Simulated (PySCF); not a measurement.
A geometry optimisation, step by step.

Compound: F₃NS.
Bonds: N1–S2 (triple), S2–F3, S2–F4, S2–F5.

Method: PBE0-D3(BJ)/def2-SVP geometry optimisation, gas phase in PySCF 2.14.0; density fitting, grid level 1; the optimiser is geomeTRIC in internal coordinates, started from a GFN2-xTB structure with every atom displaced at random (about 0.01 Å). The frame can shift and turn from step to step; on so coarse a grid that alone can change the energy by a few meV, and forces under 0.02 eV/Å are noise.

Step 0: E = -20447.4137 eV, largest atomic force 2.274 eV/Å
```
atom  x, y, z in Å  |  force x, y, z in eV/Å
N1     -1.733    0.535   -0.050   -0.296   0.088   0.735
S2     -1.410    0.523   -1.426    1.066   0.093  -2.006
F3     -0.294   -0.469   -2.038   -0.379   0.461   0.324
F4     -2.427    0.175   -2.607   -0.030   0.102   0.341
F5     -0.821    1.804   -2.236   -0.361  -0.744   0.607
```

Step 1: E = -20447.2194 eV, largest atomic force 2.896 eV/Å
```
atom  x, y, z in Å  |  force x, y, z in eV/Å
N1     -1.283   -0.283   -0.222    0.791  -0.594  -1.051
S2     -1.253    0.334   -1.518   -1.768   0.581   2.218
F3     -0.093    0.617   -2.542    0.415  -0.182  -0.309
F4     -2.349    0.050   -2.634    0.248  -0.454  -0.391
F5     -1.708    1.853   -1.442    0.314   0.650  -0.468
```

Step 2: E = -20447.3910 eV, largest atomic force 1.516 eV/Å
```
atom  x, y, z in Å  |  force x, y, z in eV/Å
N1     -1.261   -0.325   -0.241    0.448  -0.087  -0.712
S2     -1.285    0.371   -1.490   -0.960   0.050   1.172
F3     -0.121    0.598   -2.533    0.402   0.002  -0.030
F4     -2.322    0.016   -2.644   -0.023   0.025  -0.025
F5     -1.697    1.911   -1.450    0.134   0.009  -0.406
```

Step 3: E = -20447.4490 eV, largest atomic force 0.289 eV/Å
```
atom  x, y, z in Å  |  force x, y, z in eV/Å
N1     -1.220   -0.363   -0.264    0.068  -0.066  -0.013
S2     -1.318    0.381   -1.471   -0.087   0.262  -0.083
F3     -0.115    0.602   -2.486    0.097  -0.146  -0.010
F4     -2.340    0.020   -2.639    0.014   0.022   0.061
F5     -1.693    1.930   -1.500   -0.092  -0.072   0.046
```

Step 4: E = -20447.4513 eV, largest atomic force 0.107 eV/Å
```
atom  x, y, z in Å  |  force x, y, z in eV/Å
N1     -1.212   -0.366   -0.271    0.026  -0.017   0.077
S2     -1.318    0.390   -1.470   -0.044   0.009  -0.097
F3     -0.105    0.584   -2.481   -0.053   0.047   0.013
F4     -2.340    0.029   -2.636    0.005   0.003   0.007
F5     -1.711    1.933   -1.501    0.065  -0.043   0.000
```

Step 5: E = -20447.4519 eV, largest atomic force 0.025 eV/Å
```
atom  x, y, z in Å  |  force x, y, z in eV/Å
N1     -1.212   -0.365   -0.269    0.013  -0.006   0.012
S2     -1.320    0.388   -1.471   -0.002   0.012  -0.021
F3     -0.108    0.588   -2.481   -0.013   0.002  -0.010
F4     -2.340    0.027   -2.637   -0.004   0.010   0.014
F5     -1.706    1.932   -1.500    0.005  -0.018   0.005
```

Step 6: E = -20447.4519 eV, largest atomic force under 0.02 eV/Å
```
atom  x, y, z in Å  |  force x, y, z in eV/Å
N1     -1.212   -0.364   -0.269    0.012  -0.001  -0.003
S2     -1.320    0.388   -1.471    0.000   0.002  -0.005
F3     -0.108    0.588   -2.481   -0.006   0.000  -0.012
F4     -2.340    0.028   -2.638   -0.010   0.002   0.011
F5     -1.706    1.931   -1.500    0.003  -0.004   0.008
```

Question: Summarise the path.

Answer: The energy falls by 0.88 kcal/mol from step 0 to step 6; nine tenths of that is first reached at step 3. It rises by more than 0.2 meV at step 1. The largest force goes from 2.274 to under 0.02 eV/Å. Among the bonds S2–F5 changes most, from 1.626 to 1.591 Å; the atoms move by 0.020 Å rms after alignment.

The cost below is that of the whole optimisation. The run took 7.7 s on Intel Xeon 6975P-C, one thread, no GPU, on a shared host, and the process peaked at 0.33 GiB of memory.
